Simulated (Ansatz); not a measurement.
C3H6N2O can be A, `CN(C=N)C=O`, or B, `C=NC(=N)OC`.

Computed with Ansatz on PBE0-D4/def2-TZVP structures; ΔE is electronic, products minus reactants. CCSD(T)/CBS is the MP2 limit (def2-TZVPP, def2-QZVPP) plus CCSD(T) − MP2 in def2-TZVPP, frozen cores. Functionals use def2-TZVPP. B3LYP here is the variant with VWN-RPA as its local correlation; programs differ in this. One conformer a species, not always the lowest.

Q: Which isomer does CCSD(T)/CBS put lower? Give the gap. (An estimate is asked.)

A: Ansatz gave: A, by 86.6 kJ/mol.

Q: Give E(B) − E(A) in kJ/mol with HF/def2-TZVPP, CCSD(T)/def2-TZVPP, PBE0-D4, B3LYP, ωB97M-V, PBE-D4, B3LYP-D4. (Best estimate.)

A: Ansatz gave: HF/def2-TZVPP 78.3, CCSD(T)/def2-TZVPP 86.4, PBE0-D4 98.2, B3LYP 91.6, ωB97M-V 88.8, PBE-D4 101.6, B3LYP-D4 93.0. None reverses the order clearly.

Largest T1 diagnostic: 0.015.

From PBE to PBE0 (25 % exact exchange), in def2-TZVPP and without D4, E(B) − E(A) moves by −3.3 kJ/mol. In def2-TZVPP, CCSD(T) changes the Hartree–Fock value by +8.1 kJ/mol (the triples alone add +1.4 kJ/mol) and MP2 by +19.1 kJ/mol.
